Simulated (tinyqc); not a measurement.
Worked calculation (part 2 of 3): UKS/B3LYP (VWN-RPA form) in the sto-6g basis, for CH2, spin multiplicity 3. Computed by tinyqc, a small Python program that keeps every step (integrals from PySCF). Command: `OMP_NUM_THREADS=1 python tinyqc.py 31767 31768 out.jsonl` (the two numbers bound the seeds that draw the settings). One thread of a shared host (Intel(R) Xeon(R) Processor @ 2.60GHz), about 4 s of CPU time with the checks.

Geometry (angstrom):
```
atom       x        y       z
C     0.0000   0.0000  0.0000
H     0.0000   0.9460  0.7080
H     0.0000  -0.9460  0.7080
```

## Iteration 2: exchange-correlation on the grid

D(alpha) after iteration 1:
```
          1C 1s    1C 2s  1C 2px   1C 2py   1C 2pz    2H 1s    3H 1s
1C 1s    1.0501  -0.2084  0.0000   0.0000   0.0970  -0.0130  -0.0130
1C 2s   -0.2084   0.9552  0.0000   0.0000  -0.4529  -0.1232  -0.1232
1C 2px   0.0000   0.0000  1.0000   0.0000   0.0000   0.0000   0.0000
1C 2py   0.0000   0.0000  0.0000   0.0664   0.0000   0.1650  -0.1650
1C 2pz   0.0970  -0.4529  0.0000   0.0000   0.3200   0.2389   0.2389
2H 1s   -0.0130  -0.1232  0.0000   0.1650   0.2389   0.7372  -0.0835
3H 1s   -0.0130  -0.1232  0.0000  -0.1650   0.2389  -0.0835   0.7372
```

D(beta) after iteration 1:
```
          1C 1s    1C 2s  1C 2px   1C 2py   1C 2pz    2H 1s    3H 1s
1C 1s    1.0028  -0.0027  0.0000   0.0000  -0.0126  -0.0746  -0.0746
1C 2s   -0.0027   0.0662  0.0000   0.0000   0.0337   0.1333   0.1333
1C 2px   0.0000   0.0000  0.0000   0.0000   0.0000   0.0000   0.0000
1C 2py   0.0000   0.0000  0.0000   0.0433   0.0000   0.1388  -0.1388
1C 2pz  -0.0126   0.0337  0.0000   0.0000   0.0173   0.0687   0.0687
2H 1s   -0.0746   0.1333  0.0000   0.1388   0.0687   0.7184  -0.1718
3H 1s   -0.0746   0.1333  0.0000  -0.1388   0.0687  -0.1718   0.7184
```

Becke grid with 30 radial and 26 angular points per atom, points of zero weight dropped. rho = sum D_ij phi_i phi_j; V_xc,ij = sum w v_xc phi_i phi_j plus the gradient terms; v_xc is d(rho eps)/d rho(s) for spin s at fixed gradient. Exact exchange is left to K.

The 12 grid points with the largest w rho, of 2330 (bohr, atomic units):
```
x             y        z       w  rho(alpha)  rho(beta)   eps_xc  v_xc(alpha)
1.4807   0.0000   0.0000  0.3686      0.0838     0.0045  -0.3565      -0.4243
-1.4807  0.0000   0.0000  0.3686      0.0838     0.0045  -0.3565      -0.4243
1.2181   0.0000   0.0000  0.2172      0.1397     0.0069  -0.4095      -0.5102
-1.2181  0.0000   0.0000  0.2172      0.1397     0.0069  -0.4095      -0.5102
1.7817   0.0000   0.0000  0.6094      0.0432     0.0026  -0.3003      -0.3349
-1.7817  0.0000   0.0000  0.6094      0.0432     0.0026  -0.3003      -0.3349
0.0000   0.0000  -1.4807  0.3689      0.0709   3.09e-04  -0.3409      -0.3988
0.9902   0.0000   0.0000  0.1241      0.2014     0.0100  -0.4528      -0.5839
-0.9902  0.0000   0.0000  0.1241      0.2014     0.0100  -0.4528      -0.5839
0.0000   0.0000  -1.2181  0.2172      0.1177     0.0006  -0.3897      -0.4802
-1.0470  0.0000  -1.0470  0.2951      0.0832     0.0009  -0.3568      -0.4217
1.0470   0.0000  -1.0470  0.2951      0.0832     0.0009  -0.3568      -0.4217
```

electrons on the grid, sum of w rho = 8.0041

E_xc = sum of w rho eps_xc = -4.942387 hartree

V_xc(alpha) (hartree):
```
          1C 1s    1C 2s   1C 2px   1C 2py   1C 2pz    2H 1s    3H 1s
1C 1s   -1.8582  -0.2343   0.0000   0.0000   0.0043  -0.0549  -0.0549
1C 2s   -0.2343  -0.4546   0.0000   0.0000   0.0089  -0.1826  -0.1826
1C 2px   0.0000   0.0000  -0.4735   0.0000   0.0000   0.0000   0.0000
1C 2py   0.0000   0.0000   0.0000  -0.4422   0.0000  -0.1437   0.1437
1C 2pz   0.0043   0.0089   0.0000   0.0000  -0.4481  -0.1068  -0.1068
2H 1s   -0.0549  -0.1826   0.0000  -0.1437  -0.1068  -0.4260  -0.0530
3H 1s   -0.0549  -0.1826   0.0000   0.1437  -0.1068  -0.0530  -0.4260
```

V_xc(beta) (hartree):
```
          1C 1s    1C 2s   1C 2px   1C 2py   1C 2pz    2H 1s    3H 1s
1C 1s   -1.8333  -0.2223   0.0000   0.0000  -0.0006  -0.0529  -0.0529
1C 2s   -0.2223  -0.3607   0.0000   0.0000  -0.0441  -0.1660  -0.1660
1C 2px   0.0000   0.0000  -0.3375   0.0000   0.0000   0.0000   0.0000
1C 2py   0.0000   0.0000   0.0000  -0.3899   0.0000  -0.1387   0.1387
1C 2pz  -0.0006  -0.0441   0.0000   0.0000  -0.3545  -0.1104  -0.1104
2H 1s   -0.0529  -0.1660   0.0000  -0.1387  -0.1104  -0.4211  -0.0499
3H 1s   -0.0529  -0.1660   0.0000   0.1387  -0.1104  -0.0499  -0.4211
```

## Iteration 2: building the Kohn-Sham matrix

core Hamiltonian H = T + V (hartree):
```
           1C 1s    1C 2s   1C 2px   1C 2py   1C 2pz    2H 1s    3H 1s
1C 1s   -18.8350  -4.3291   0.0000   0.0000  -0.0182  -0.9403  -0.9403
1C 2s    -4.3291  -5.5468   0.0000   0.0000  -0.1837  -2.1498  -2.1498
1C 2px    0.0000   0.0000  -4.4873   0.0000   0.0000   0.0000   0.0000
1C 2py    0.0000   0.0000   0.0000  -4.6266   0.0000  -1.4595   1.4595
1C 2pz   -0.0182  -0.1837   0.0000   0.0000  -4.5653  -1.1366  -1.1366
2H 1s    -0.9403  -2.1498   0.0000  -1.4595  -1.1366  -3.3977  -0.6485
3H 1s    -0.9403  -2.1498   0.0000   1.4595  -1.1366  -0.6485  -3.3977
```

nuclear repulsion = 5.653865 hartree

Given earlier and not repeated: Two-electron integrals (ij|kl) in chemists' order.

J_ij = sum D_kl (ij|kl) with D = D(alpha) + D(beta), K_ij = sum D_kl (ik|jl) for each spin; F = H + J - 0.2 K(s) + V_xc; E = tr D H + tr D J / 2 - 0.1 sum_s tr D(s) K(s) + E_xc + E_nn.

Coulomb J (hartree):
```
          1C 1s   1C 2s  1C 2px   1C 2py  1C 2pz   2H 1s    3H 1s
1C 1s   10.7943  1.9366  0.0000   0.0000  0.0138  0.4302   0.4302
1C 2s    1.9366  4.7560  0.0000   0.0000  0.1809  1.8812   1.8812
1C 2px   0.0000  0.0000  4.7122   0.0000  0.0000  0.0000   0.0000
1C 2py   0.0000  0.0000  0.0000   4.8029  0.0000  1.4217  -1.4217
1C 2pz   0.0138  0.1809  0.0000   0.0000  4.7529  1.1119   1.1119
2H 1s    0.4302  1.8812  0.0000   1.4217  1.1119  3.7006   0.5613
3H 1s    0.4302  1.8812  0.0000  -1.4217  1.1119  0.5613   3.7006
```

exchange K(alpha) (hartree):
```
         1C 1s    1C 2s  1C 2px   1C 2py   1C 2pz   2H 1s    3H 1s
1C 1s   3.6170   0.5826  0.0000   0.0000   0.0038  0.1356   0.1356
1C 2s   0.5826   0.9005  0.0000   0.0000  -0.1124  0.4069   0.4069
1C 2px  0.0000   0.0000  0.8387   0.0000   0.0000  0.0000   0.0000
1C 2py  0.0000   0.0000  0.0000   0.4925   0.0000  0.3025  -0.3025
1C 2pz  0.0038  -0.1124  0.0000   0.0000   0.5954  0.2253   0.2253
2H 1s   0.1356   0.4069  0.0000   0.3025   0.2253  0.7576   0.1245
3H 1s   0.1356   0.4069  0.0000  -0.3025   0.2253  0.1245   0.7576
```

exchange K(beta) (hartree):
```
         1C 1s   1C 2s  1C 2px   1C 2py  1C 2pz   2H 1s    3H 1s
1C 1s   3.5408  0.5472  0.0000   0.0000  0.0019  0.1251   0.1251
1C 2s   0.5472  0.4216  0.0000   0.0000  0.1979  0.3422   0.3422
1C 2px  0.0000  0.0000  0.0729   0.0000  0.0000  0.0000   0.0000
1C 2py  0.0000  0.0000  0.0000   0.3542  0.0000  0.2829  -0.2829
1C 2pz  0.0019  0.1979  0.0000   0.0000  0.1892  0.2242   0.2242
2H 1s   0.1251  0.3422  0.0000   0.2829  0.2242  0.7328   0.1065
3H 1s   0.1251  0.3422  0.0000  -0.2829  0.2242  0.1065   0.7328
```

F(alpha) (hartree):
```
           1C 1s    1C 2s   1C 2px   1C 2py   1C 2pz    2H 1s    3H 1s
1C 1s   -10.6224  -2.7433   0.0000   0.0000  -0.0009  -0.5921  -0.5921
1C 2s    -2.7433  -1.4255   0.0000   0.0000   0.0286  -0.5326  -0.5326
1C 2px    0.0000   0.0000  -0.4164   0.0000   0.0000   0.0000   0.0000
1C 2py    0.0000   0.0000   0.0000  -0.3643   0.0000  -0.2420   0.2420
1C 2pz   -0.0009   0.0286   0.0000   0.0000  -0.3796  -0.1767  -0.1767
2H 1s    -0.5921  -0.5326   0.0000  -0.2420  -0.1767  -0.2746  -0.1650
3H 1s    -0.5921  -0.5326   0.0000   0.2420  -0.1767  -0.1650  -0.2746
```

F(beta) (hartree):
```
           1C 1s    1C 2s   1C 2px   1C 2py   1C 2pz    2H 1s    3H 1s
1C 1s   -10.5822  -2.7242   0.0000   0.0000  -0.0054  -0.5879  -0.5879
1C 2s    -2.7242  -1.2358   0.0000   0.0000  -0.0864  -0.5030  -0.5030
1C 2px    0.0000   0.0000  -0.1273   0.0000   0.0000   0.0000   0.0000
1C 2py    0.0000   0.0000   0.0000  -0.2844   0.0000  -0.2330   0.2330
1C 2pz   -0.0054  -0.0864   0.0000   0.0000  -0.2048  -0.1800  -0.1800
2H 1s    -0.5879  -0.5030   0.0000  -0.2330  -0.1800  -0.2648  -0.1584
3H 1s    -0.5879  -0.5030   0.0000   0.2330  -0.1800  -0.1584  -0.2648
```

total energy of this density = -38.654077 hartree

## Iteration 2: DIIS over 2 matrices

error matrix X^T (FDS - SDF) X (alpha):
```
         1        2       3        4        5        6        7
1   0.0000  -0.0220  0.0000   0.0000  -0.0287   0.0306   0.0306
2   0.0220   0.0000  0.0000   0.0000  -0.0417  -0.0969  -0.0969
3   0.0000   0.0000  0.0000   0.0000   0.0000   0.0000   0.0000
4   0.0000   0.0000  0.0000   0.0000   0.0000  -0.2102   0.2102
5   0.0287   0.0417  0.0000   0.0000   0.0000  -0.1842  -0.1842
6  -0.0306   0.0969  0.0000   0.2102   0.1842   0.0000   0.0000
7  -0.0306   0.0969  0.0000  -0.2102   0.1842   0.0000   0.0000
```

B (overlaps of the stored error matrices):
```
                1               2
1   1.5811931e+00  -1.0356040e+00
2  -1.0356040e+00   7.5482593e-01
```

Minimise |sum c_i e_i|^2 with sum c_i = 1: solve [B -1; -1 0][c; lambda] = [0; -1] with B_ij = tr e_i^T e_j summed over both spins, and take F = sum c_i F_i.

DIIS coefficients: 0.4062  0.5938

extrapolated F(alpha) (hartree):
```
          1C 1s    1C 2s   1C 2px   1C 2py   1C 2pz    2H 1s    3H 1s
1C 1s   -9.9662  -2.6085   0.0000   0.0000   0.0019  -0.5632  -0.5632
1C 2s   -2.6085  -1.1533   0.0000   0.0000  -0.0186  -0.4665  -0.4665
1C 2px   0.0000   0.0000  -0.1174   0.0000   0.0000   0.0000   0.0000
1C 2py   0.0000   0.0000   0.0000  -0.1201   0.0000  -0.2048   0.2048
1C 2pz   0.0019  -0.0186   0.0000   0.0000  -0.1245  -0.1610  -0.1610
2H 1s   -0.5632  -0.4665   0.0000  -0.2048  -0.1610  -0.2687  -0.1523
3H 1s   -0.5632  -0.4665   0.0000   0.2048  -0.1610  -0.1523  -0.2687
```

extrapolated F(beta) (hartree):
```
          1C 1s    1C 2s  1C 2px   1C 2py   1C 2pz    2H 1s    3H 1s
1C 1s   -9.9312  -2.5869  0.0000   0.0000  -0.0042  -0.5588  -0.5588
1C 2s   -2.5869  -0.9803  0.0000   0.0000  -0.1302  -0.4390  -0.4390
1C 2px   0.0000   0.0000  0.1520   0.0000   0.0000   0.0000   0.0000
1C 2py   0.0000   0.0000  0.0000  -0.0516   0.0000  -0.1981   0.1981
1C 2pz  -0.0042  -0.1302  0.0000   0.0000   0.0652  -0.1651  -0.1651
2H 1s   -0.5588  -0.4390  0.0000  -0.1981  -0.1651  -0.2702  -0.1461
3H 1s   -0.5588  -0.4390  0.0000   0.1981  -0.1651  -0.1461  -0.2702
```

## Iteration 2: diagonalisation and new density

X:
```
          1C 1s    1C 2s  1C 2px   1C 2py   1C 2pz    2H 1s    3H 1s
1C 1s    1.0254  -0.1460  0.0000   0.0000  -0.0113   0.0224   0.0224
1C 2s   -0.1460   1.2343  0.0000   0.0000   0.1223  -0.2966  -0.2966
1C 2px   0.0000   0.0000  1.0000   0.0000   0.0000   0.0000   0.0000
1C 2py   0.0000   0.0000  0.0000   1.1307   0.0000  -0.2395   0.2395
1C 2pz  -0.0113   0.1223  0.0000   0.0000   1.0708  -0.1724  -0.1724
2H 1s    0.0224  -0.2966  0.0000  -0.2395  -0.1724   1.2048  -0.0238
3H 1s    0.0224  -0.2966  0.0000   0.2395  -0.1724  -0.0238   1.2048
```

Diagonalise F' = X^T F X, C = X C', fill 5 alpha and 3 beta electrons from the bottom; D(s) = C_occ C_occ^T. Each column has its largest component positive (the first on a tie).

F' = X^T F X (alpha) (hartree):
```
         1        2        3        4        5        6        7
1  -9.7686  -1.3726   0.0000   0.0000  -0.0202  -0.0821  -0.0821
2  -1.3726  -0.5022   0.0000   0.0000   0.1172  -0.2726  -0.2726
3   0.0000   0.0000  -0.1174   0.0000   0.0000   0.0000   0.0000
4   0.0000   0.0000   0.0000   0.0550   0.0000  -0.2412   0.2412
5  -0.0202   0.1172   0.0000   0.0000  -0.0302  -0.1729  -0.1729
6  -0.0821  -0.2726   0.0000  -0.2412  -0.1729   0.0173  -0.0343
7  -0.0821  -0.2726   0.0000   0.2412  -0.1729  -0.0343   0.0173
```

orbital energies (alpha) (hartree): MO1 -9.9705, MO2 -0.5545, MO3 -0.2879, MO4 -0.1947, MO5 -0.1174, MO6 0.3945, MO7 0.4020

coefficients C (alpha):
```
            MO1      MO2      MO3      MO4     MO5      MO6      MO7
1C 1s    0.9940  -0.2281   0.0000   0.1047  0.0000   0.0000  -0.1509
1C 2s    0.0263   0.7671   0.0000  -0.5234  0.0000   0.0000   0.9342
1C 2px   0.0000   0.0000   0.0000   0.0000  1.0000   0.0000   0.0000
1C 2py   0.0000   0.0000   0.5575   0.0000  0.0000   1.0404   0.0000
1C 2pz   0.0030   0.0523   0.0000   0.7632  0.0000   0.0000   0.7975
2H 1s   -0.0064   0.2337   0.4469   0.2879  0.0000  -0.7826  -0.8234
3H 1s   -0.0064   0.2337  -0.4469   0.2879  0.0000   0.7826  -0.8234
```

F' = X^T F X (beta) (hartree):
```
         1        2       3        4        5        6        7
1  -9.7347  -1.3777  0.0000   0.0000  -0.0126  -0.0817  -0.0817
2  -1.3777  -0.3142  0.0000   0.0000   0.0092  -0.2695  -0.2695
3   0.0000   0.0000  0.1520   0.0000   0.0000   0.0000   0.0000
4   0.0000   0.0000  0.0000   0.1344   0.0000  -0.2475   0.2475
5  -0.0126   0.0092  0.0000   0.0000   0.1618  -0.1761  -0.1761
6  -0.0817  -0.2695  0.0000  -0.2475  -0.1761   0.0067  -0.0333
7  -0.0817  -0.2695  0.0000   0.2475  -0.1761  -0.0333   0.0067
```

orbital energies (beta) (hartree): MO1 -9.9349, MO2 -0.4756, MO3 -0.2659, MO4 0.0544, MO5 0.1520, MO6 0.4403, MO7 0.4424

coefficients C (beta):
```
            MO1      MO2      MO3      MO4     MO5      MO6      MO7
1C 1s    0.9945  -0.1912   0.0000  -0.1646  0.0000   0.0000  -0.1454
1C 2s    0.0243   0.5905   0.0000   0.7603  0.0000   0.0000   0.8991
1C 2px   0.0000   0.0000   0.0000   0.0000  1.0000   0.0000   0.0000
1C 2py   0.0000   0.0000   0.4891   0.0000  0.0000   1.0742   0.0000
1C 2pz   0.0037   0.1904   0.0000  -0.6623  0.0000   0.0000   0.8639
2H 1s   -0.0061   0.3261   0.4965  -0.2943  0.0000  -0.7521  -0.7890
3H 1s   -0.0061   0.3261  -0.4965  -0.2943  0.0000   0.7521  -0.7890
```

D(alpha) after iteration 2:
```
          1C 1s    1C 2s  1C 2px   1C 2py   1C 2pz    2H 1s    3H 1s
1C 1s    1.0511  -0.2036  0.0000   0.0000   0.0710  -0.0295  -0.0295
1C 2s   -0.2036   0.8631  0.0000   0.0000  -0.3593   0.0284   0.0284
1C 2px   0.0000   0.0000  1.0000   0.0000   0.0000   0.0000   0.0000
1C 2py   0.0000   0.0000  0.0000   0.3108   0.0000   0.2491  -0.2491
1C 2pz   0.0710  -0.3593  0.0000   0.0000   0.5852   0.2320   0.2320
2H 1s   -0.0295   0.0284  0.0000   0.2491   0.2320   0.3373  -0.0621
3H 1s   -0.0295   0.0284  0.0000  -0.2491   0.2320  -0.0621   0.3373
```

D(beta) after iteration 2:
```
          1C 1s    1C 2s  1C 2px   1C 2py   1C 2pz    2H 1s    3H 1s
1C 1s    1.0257  -0.0887  0.0000   0.0000  -0.0328  -0.0684  -0.0684
1C 2s   -0.0887   0.3493  0.0000   0.0000   0.1125   0.1924   0.1924
1C 2px   0.0000   0.0000  0.0000   0.0000   0.0000   0.0000   0.0000
1C 2py   0.0000   0.0000  0.0000   0.2393   0.0000   0.2428  -0.2428
1C 2pz  -0.0328   0.1125  0.0000   0.0000   0.0363   0.0621   0.0621
2H 1s   -0.0684   0.1924  0.0000   0.2428   0.0621   0.3528  -0.1401
3H 1s   -0.0684   0.1924  0.0000  -0.2428   0.0621  -0.1401   0.3528
```

## Iteration 8 (converged): orbitals

converged F(alpha) (hartree):
```
           1C 1s    1C 2s   1C 2px   1C 2py   1C 2pz    2H 1s    3H 1s
1C 1s   -10.0973  -2.6358   0.0000   0.0000  -0.0018  -0.5694  -0.5694
1C 2s    -2.6358  -1.2022   0.0000   0.0000  -0.0304  -0.4909  -0.4909
1C 2px    0.0000   0.0000  -0.1617   0.0000   0.0000   0.0000   0.0000
1C 2py    0.0000   0.0000   0.0000  -0.1725   0.0000  -0.2269   0.2269
1C 2pz   -0.0018  -0.0304   0.0000   0.0000  -0.1840  -0.1802  -0.1802
2H 1s    -0.5694  -0.4909   0.0000  -0.2269  -0.1802  -0.3104  -0.1591
3H 1s    -0.5694  -0.4909   0.0000   0.2269  -0.1802  -0.1591  -0.3104
```

converged F(beta) (hartree):
```
           1C 1s    1C 2s  1C 2px   1C 2py   1C 2pz    2H 1s    3H 1s
1C 1s   -10.0656  -2.6129  0.0000   0.0000  -0.0061  -0.5644  -0.5644
1C 2s    -2.6129  -1.0483  0.0000   0.0000  -0.1220  -0.4657  -0.4657
1C 2px    0.0000   0.0000  0.0944   0.0000   0.0000   0.0000   0.0000
1C 2py    0.0000   0.0000  0.0000  -0.1078   0.0000  -0.2196   0.2196
1C 2pz   -0.0061  -0.1220  0.0000   0.0000   0.0177  -0.1699  -0.1699
2H 1s    -0.5644  -0.4657  0.0000  -0.2196  -0.1699  -0.2984  -0.1497
3H 1s    -0.5644  -0.4657  0.0000   0.2196  -0.1699  -0.1497  -0.2984
```

As before.

F' = X^T F X (alpha) (hartree):
```
         1        2        3        4        5        6        7
1  -9.8995  -1.3786   0.0000   0.0000  -0.0226  -0.0824  -0.0824
2  -1.3786  -0.5449   0.0000   0.0000   0.1075  -0.2787  -0.2787
3   0.0000   0.0000  -0.1617   0.0000   0.0000   0.0000   0.0000
4   0.0000   0.0000   0.0000   0.0079   0.0000  -0.2500   0.2500
5  -0.0226   0.1075   0.0000   0.0000  -0.0887  -0.1779  -0.1779
6  -0.0824  -0.2787   0.0000  -0.2500  -0.1779  -0.0152  -0.0340
7  -0.0824  -0.2787   0.0000   0.2500  -0.1779  -0.0340  -0.0152
```

orbital energies (alpha) (hartree): MO1 -10.1014, MO2 -0.6044, MO3 -0.3402, MO4 -0.2434, MO5 -0.1617, MO6 0.3668, MO7 0.3670

coefficients C (alpha):
```
            MO1      MO2      MO3      MO4     MO5      MO6      MO7
1C 1s    0.9942  -0.2262   0.0000   0.1070  0.0000  -0.1509   0.0000
1C 2s    0.0255   0.7618   0.0000  -0.5241  0.0000   0.9381   0.0000
1C 2px   0.0000   0.0000   0.0000   0.0000  1.0000   0.0000   0.0000
1C 2py   0.0000   0.0000   0.5680   0.0000  0.0000   0.0000   1.0346
1C 2pz   0.0034   0.0795   0.0000   0.7777  0.0000   0.7810   0.0000
2H 1s   -0.0063   0.2335   0.4389   0.2648  0.0000  -0.8311  -0.7871
3H 1s   -0.0063   0.2335  -0.4389   0.2648  0.0000  -0.8311   0.7871
```

F' = X^T F X (beta) (hartree):
```
         1        2       3        4        5        6        7
1  -9.8698  -1.3792  0.0000   0.0000  -0.0154  -0.0818  -0.0818
2  -1.3792  -0.3763  0.0000   0.0000   0.0175  -0.2797  -0.2797
3   0.0000   0.0000  0.0944   0.0000   0.0000   0.0000   0.0000
4   0.0000   0.0000  0.0000   0.0831   0.0000  -0.2574   0.2574
5  -0.0154   0.0175  0.0000   0.0000   0.1124  -0.1741  -0.1741
6  -0.0818  -0.2797  0.0000  -0.2574  -0.1741  -0.0105  -0.0323
7  -0.0818  -0.2797  0.0000   0.2574  -0.1741  -0.0323  -0.0105
```

orbital energies (beta) (hartree): MO1 -10.0691, MO2 -0.5261, MO3 -0.3128, MO4 0.0024, MO5 0.0944, MO6 0.4163, MO7 0.4177

coefficients C (beta):
```
            MO1      MO2      MO3      MO4     MO5      MO6      MO7
1C 1s    0.9948  -0.1984   0.0000  -0.1525  0.0000  -0.1472   0.0000
1C 2s    0.0232   0.6294   0.0000   0.7113  0.0000   0.9127   0.0000
1C 2px   0.0000   0.0000   0.0000   0.0000  1.0000   0.0000   0.0000
1C 2py   0.0000   0.0000   0.5159   0.0000  0.0000   0.0000   1.0616
1C 2pz   0.0037   0.1760   0.0000  -0.6938  0.0000   0.8418   0.0000
2H 1s   -0.0058   0.3052   0.4775  -0.2829  0.0000  -0.8014  -0.7643
3H 1s   -0.0058   0.3052  -0.4775  -0.2829  0.0000  -0.8014   0.7643
```

D(alpha) after iteration 8:
```
          1C 1s    1C 2s  1C 2px   1C 2py   1C 2pz    2H 1s    3H 1s
1C 1s    1.0511  -0.2030  0.0000   0.0000   0.0686  -0.0307  -0.0307
1C 2s   -0.2030   0.8556  0.0000   0.0000  -0.3470   0.0390   0.0390
1C 2px   0.0000   0.0000  1.0000   0.0000   0.0000   0.0000   0.0000
1C 2py   0.0000   0.0000  0.0000   0.3227   0.0000   0.2493  -0.2493
1C 2pz   0.0686  -0.3470  0.0000   0.0000   0.6111   0.2245   0.2245
2H 1s   -0.0307   0.0390  0.0000   0.2493   0.2245   0.3173  -0.0679
3H 1s   -0.0307   0.0390  0.0000  -0.2493   0.2245  -0.0679   0.3173
```

D(beta) after iteration 8:
```
          1C 1s    1C 2s  1C 2px   1C 2py   1C 2pz    2H 1s    3H 1s
1C 1s    1.0290  -0.1018  0.0000   0.0000  -0.0312  -0.0664  -0.0664
1C 2s   -0.1018   0.3967  0.0000   0.0000   0.1109   0.1920   0.1920
1C 2px   0.0000   0.0000  0.0000   0.0000   0.0000   0.0000   0.0000
1C 2py   0.0000   0.0000  0.0000   0.2662   0.0000   0.2463  -0.2463
1C 2pz  -0.0312   0.1109  0.0000   0.0000   0.0310   0.0537   0.0537
2H 1s   -0.0664   0.1920  0.0000   0.2463   0.0537   0.3212  -0.1348
3H 1s   -0.0664   0.1920  0.0000  -0.2463   0.0537  -0.1348   0.3212
```
